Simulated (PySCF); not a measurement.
# Relaxation of quartet [Si3]+

Level of theory: UPBE0/[Si def2-TZVP], no relativity, density fitting, PySCF. A (50,194) grid was used.

A hand-made obtuse triangle start, of C2v symmetry, held to at least that symmetry:

Coordinates in bohr (charge 1 multiplicity 4):
```
Si    0.0000   -1.7537    0.0000
Si    3.4196    0.8768    0.0000
Si   -3.4196    0.8768    0.0000
```

Optimiser trace:
```csv
step,E − E(last) (kJ/mol),largest gradient (Eh/bohr)
0,30.28,0.01341
1,23.15,0.00772
2,13.86,0.00957
3,11.12,0.01068
4,8.11,0.00878
5,4.10,0.00420
6,2.15,0.00250
7,0.95,0.00158
8,0.24,0.00097
9,0.07,0.00046
10,0.03,0.00066
11,0.01,0.00028
12,0.00,0.00006
```

It ends at D∞h with Si–Si 2.336 Å (×2); Si–Si–Si 180.0°. A frequency run shows a minimum. Other isomers or separated fragments may lie lower.

Final geometry:
```xyz
3
charge 1 multiplicity 4, angstrom
Si    0.0000    0.0000    0.0000
Si    2.3359    0.0000    0.0000
Si   -2.3359    0.0000    0.0000
```

At this level a doublet minimum of C2v symmetry lies 123 kJ/mol below this structure.

The relaxation took 14 s on 4 threads of a shared AMD EPYC 9R45 96-Core (Zen 5) host, with 111 basis functions and 14 gradients; the process peaked at 0.6 GiB.
